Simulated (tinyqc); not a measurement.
Worked calculation: MP2 on RHF in the sto-6g basis, frozen core, for NH3, spin multiplicity 1. One step of it, computed by the program tinyqc.

Task: Second-order Moller-Plesset energy. E2 = sum_ijab (ia|jb) [2 (ia|jb) - (ib|ja)] / (e_i + e_j - e_a - e_b) over occupied i, j and virtual a, b; the opposite-spin part is (ia|jb)^2 / denominator, the rest is same-spin, and SCS-MP2 scales them by 6/5 and 1/3.

orbital energies (hartree): MO1 -15.471771, MO2 -1.016233, MO3 -0.540207, MO4 -0.539965, MO5 -0.310528, MO6 0.505988, MO7 0.697348, MO8 0.697914

Two-electron integrals over orbitals (pq|rs), unique and non-zero (hartree); the lowest 1 orbital is frozen and left out:
```
(22|22) 0.590969    (32|22) 0.000094    (32|32) 0.121593    (33|22) 0.540140
(33|32) 0.049433    (33|33) 0.564090    (42|42) 0.121497    (43|42) -0.049505
(43|43) 0.045741    (44|22) 0.540011    (44|32) -0.049490   (44|33) 0.472760
(44|44) 0.564072    (52|22) -0.007918   (52|32) -1.86e-06   (52|33) -0.000716
(52|44) -0.000718   (52|52) 0.113534    (53|22) -0.000016   (53|32) -0.002122
(53|33) -0.005022   (53|44) 0.005006    (53|52) -0.000023   (53|53) 0.025199
(54|42) -0.002123   (54|43) 0.005020    (54|54) 0.025195    (55|22) 0.622097
(55|32) 4.44e-06    (55|33) 0.540855    (55|44) 0.540789    (55|52) 0.052160
(55|53) -0.000039   (55|55) 0.763571    (62|22) 0.112962    (62|32) -0.000081
(62|33) 0.067348    (62|44) 0.067337    (62|52) -0.010671   (62|53) -0.000019
(62|55) 0.150369    (62|62) 0.084026    (63|22) -0.000260   (63|32) -0.029726
(63|33) -0.037445   (63|44) 0.037167    (63|52) -0.000031   (63|53) 0.006928
(63|55) -0.000308   (63|62) -0.000187   (63|63) 0.063759    (64|42) -0.029789
(64|43) 0.037372    (64|54) 0.006948    (64|64) 0.063928    (65|22) -0.033972
(65|32) -0.000036   (65|33) -0.015309   (65|44) -0.015271   (65|52) 0.062531
(65|53) -0.000046   (65|55) -0.018387   (65|62) -0.031641   (65|63) 0.000047
(65|65) 0.047800    (66|22) 0.496546    (66|32) -0.000273   (66|33) 0.478023
(66|44) 0.478273    (66|52) -0.032718   (66|53) 0.000025    (66|55) 0.494521
(66|62) 0.055205    (66|63) 0.000036    (66|65) -0.031026   (66|66) 0.476335
(72|42) 0.034364    (72|43) 0.013486    (72|54) 0.010316    (72|64) 0.040932
(72|72) 0.056511    (73|42) 0.042612    (73|43) -0.015710   (73|54) -0.004681
(73|64) -0.031203   (73|72) -0.002459   (73|73) 0.035167    (74|22) 0.118472
(74|32) 0.042632    (74|33) 0.092259    (74|44) 0.060892    (74|52) 0.020450
(74|53) -0.004689   (74|55) 0.157931    (74|62) 0.083682    (74|63) -0.031282
(74|65) -0.013699   (74|66) 0.043235    (74|74) 0.133826    (75|42) 0.022803
(75|43) -0.009485   (75|54) 0.020392    (75|64) -0.009193   (75|72) 0.007726
(75|73) 0.008823    (75|75) 0.027650    (76|42) 0.103938    (76|43) -0.053161
(76|54) -0.008194   (76|64) -0.050650   (76|72) 0.008894    (76|73) 0.050287
(76|75) 0.019224    (76|76) 0.114795    (77|22) 0.547023    (77|32) -0.027888
(77|33) 0.482753    (77|44) 0.556504    (77|52) 0.008108    (77|53) 0.006423
(77|55) 0.564065    (77|62) 0.082051    (77|63) 0.039949    (77|65) -0.013439
(77|66) 0.489309    (77|74) 0.079140    (77|77) 0.580802    (82|22) 0.000212
(82|32) 0.034314    (82|33) -0.013405   (82|44) 0.013619    (82|52) -1.52e-06
(82|53) 0.010319    (82|55) 0.000264    (82|62) 0.000077    (82|63) 0.040938
(82|65) -0.000057   (82|66) 0.000057    (82|74) -0.002318   (82|77) 0.024097
(82|82) 0.056504    (83|22) 0.118391    (83|32) -0.042678   (83|33) 0.060898
(83|44) 0.092297    (83|52) 0.020455    (83|53) 0.004661    (83|55) 0.157911
(83|62) 0.083698    (83|63) 0.030977    (83|65) -0.013666   (83|66) 0.043496
(83|74) 0.066023    (83|77) 0.103052    (83|82) 0.002654    (83|83) 0.133875
(84|42) 0.042576    (84|43) -0.015654   (84|54) -0.004666   (84|64) -0.031100
(84|72) -0.002386   (84|73) 0.032561    (84|75) 0.008814    (84|76) 0.050216
(84|84) 0.035069    (85|22) -0.000022   (85|32) 0.022812    (85|33) 0.009441
(85|44) -0.009488   (85|52) 0.000106    (85|53) 0.020394    (85|55) -3.55e-06
(85|62) -0.000056   (85|63) -0.009169   (85|65) 0.000031    (85|66) -0.000094
(85|74) 0.008813    (85|77) -0.005701   (85|82) 0.007723    (85|83) -0.008848
(85|85) 0.027651    (86|22) 0.000028    (86|32) 0.103917    (86|33) 0.052904
(86|44) -0.053060   (86|52) -0.000057   (86|53) -0.008170   (86|55) -0.000064
(86|62) -0.000073   (86|63) -0.050421   (86|65) -0.000059   (86|66) -0.000314
(86|74) 0.050203    (86|77) -0.041593   (86|82) 0.008918    (86|83) -0.050370
(86|85) 0.019207    (86|86) 0.114580    (87|42) -0.027724   (87|43) 0.036854
(87|54) 0.006431    (87|64) 0.040093    (87|72) 0.023964    (87|73) -0.011883
(87|75) -0.005665   (87|76) -0.041493   (87|84) -0.011818   (87|87) 0.040091
(88|22) 0.547110    (88|32) 0.028205    (88|33) 0.556705    (88|44) 0.482567
(88|52) 0.008112    (88|53) -0.006470   (88|55) 0.564123    (88|62) 0.082099
(88|63) -0.040443   (88|65) -0.013463   (88|66) 0.489113    (88|74) 0.103185
(88|77) 0.500332    (88|82) -0.023782   (88|83) 0.078977    (88|85) 0.005735
(88|86) 0.041808    (88|88) 0.581112
```

Hartree-Fock energy = -55.96011764 hartree

Give: Terms; Pair energies; MP2 correlation energy; SCS-MP2 correlation energy; MP2 total energy.

Result:

Terms (the 40 largest of 74):

| i | j | a | b | (ia\|jb) | (ib\|ja) | denominator | term |
|---|---|---|---|---|---|---|---|
| 3 | 3 | 8 | 8 | 0.1339 | 0.1339 | -2.4762 | -0.0072 |
| 4 | 4 | 7 | 7 | 0.1338 | 0.1338 | -2.4746 | -0.0072 |
| 3 | 2 | 8 | 6 | 0.0837 | 0.0409 | -2.7603 | -0.0038 |
| 2 | 3 | 6 | 8 | 0.0837 | 0.0409 | -2.7603 | -0.0038 |
| 4 | 2 | 7 | 6 | 0.0837 | 0.0409 | -2.7595 | -0.0038 |
| 2 | 4 | 6 | 7 | 0.0837 | 0.0409 | -2.7595 | -0.0038 |
| 3 | 4 | 8 | 7 | 0.0660 | 0.0326 | -2.4754 | -0.0027 |
| 4 | 3 | 7 | 8 | 0.0660 | 0.0326 | -2.4754 | -0.0027 |
| 2 | 2 | 6 | 6 | 0.0840 | 0.0840 | -3.0444 | -0.0023 |
| 4 | 4 | 6 | 6 | 0.0639 | 0.0639 | -2.0919 | -0.0020 |
| 3 | 3 | 6 | 6 | 0.0638 | 0.0638 | -2.0924 | -0.0019 |
| 5 | 5 | 6 | 6 | 0.0478 | 0.0478 | -1.6330 | -0.0014 |
| 2 | 2 | 7 | 7 | 0.0565 | 0.0565 | -3.4272 | -0.0009 |
| 2 | 2 | 8 | 8 | 0.0565 | 0.0565 | -3.4283 | -0.0009 |
| 3 | 3 | 7 | 7 | 0.0352 | 0.0352 | -2.4751 | -5.00e-04 |
| 4 | 4 | 8 | 8 | 0.0351 | 0.0351 | -2.4758 | -4.97e-04 |
| 4 | 3 | 7 | 6 | -0.0313 | -0.0312 | -2.2835 | -4.30e-04 |
| 3 | 4 | 6 | 7 | -0.0313 | -0.0312 | -2.2835 | -4.30e-04 |
| 5 | 2 | 6 | 6 | -0.0316 | -0.0316 | -2.3387 | -4.28e-04 |
| 2 | 5 | 6 | 6 | -0.0316 | -0.0316 | -2.3387 | -4.28e-04 |
| 3 | 4 | 7 | 6 | -0.0312 | -0.0313 | -2.2835 | -4.25e-04 |
| 4 | 3 | 6 | 7 | -0.0312 | -0.0313 | -2.2835 | -4.25e-04 |
| 4 | 4 | 8 | 6 | -0.0311 | -0.0311 | -2.2838 | -4.24e-04 |
| 4 | 4 | 6 | 8 | -0.0311 | -0.0311 | -2.2838 | -4.24e-04 |
| 3 | 3 | 8 | 6 | 0.0310 | 0.0310 | -2.2843 | -4.20e-04 |
| 3 | 3 | 6 | 8 | 0.0310 | 0.0310 | -2.2843 | -4.20e-04 |
| 5 | 5 | 7 | 7 | 0.0277 | 0.0277 | -2.0158 | -3.79e-04 |
| 5 | 5 | 8 | 8 | 0.0277 | 0.0277 | -2.0169 | -3.79e-04 |
| 5 | 4 | 6 | 7 | -0.0137 | -0.0092 | -2.0538 | -1.21e-04 |
| 4 | 5 | 7 | 6 | -0.0137 | -0.0092 | -2.0538 | -1.21e-04 |
| 5 | 3 | 6 | 8 | -0.0137 | -0.0092 | -2.0546 | -1.21e-04 |
| 3 | 5 | 8 | 6 | -0.0137 | -0.0092 | -2.0546 | -1.21e-04 |
| 3 | 5 | 8 | 8 | -0.0088 | -0.0088 | -2.2466 | -3.48e-05 |
| 5 | 3 | 8 | 8 | -0.0088 | -0.0088 | -2.2466 | -3.48e-05 |
| 3 | 5 | 7 | 7 | 0.0088 | 0.0088 | -2.2454 | -3.47e-05 |
| 5 | 3 | 7 | 7 | 0.0088 | 0.0088 | -2.2454 | -3.47e-05 |
| 4 | 5 | 8 | 7 | 0.0088 | 0.0088 | -2.2458 | -3.46e-05 |
| 5 | 4 | 7 | 8 | 0.0088 | 0.0088 | -2.2458 | -3.46e-05 |
| 4 | 5 | 7 | 8 | 0.0088 | 0.0088 | -2.2458 | -3.46e-05 |
| 5 | 4 | 8 | 7 | 0.0088 | 0.0088 | -2.2458 | -3.46e-05 |

Pair energies (hartree; pair i-j sums ij and ji):

| pair | opposite spin | same spin |
|---|---|---|
| 2-2 | -0.0042 | 0 |
| 3-2 | -0.0063 | -0.0013 |
| 3-3 | -0.0105 | 0 |
| 4-2 | -0.0063 | -0.0013 |
| 4-3 | -0.0061 | -0.0009 |
| 4-4 | -0.0105 | 0 |
| 5-2 | -0.0009 | 0 |
| 5-3 | -4.03e-04 | -1.97e-05 |
| 5-4 | -4.03e-04 | -1.98e-05 |
| 5-5 | -0.0022 | 0 |

MP2 correlation energy = -0.051422 hartree

SCS-MP2 correlation energy = -0.058592 hartree

MP2 total energy = -56.011540 hartree
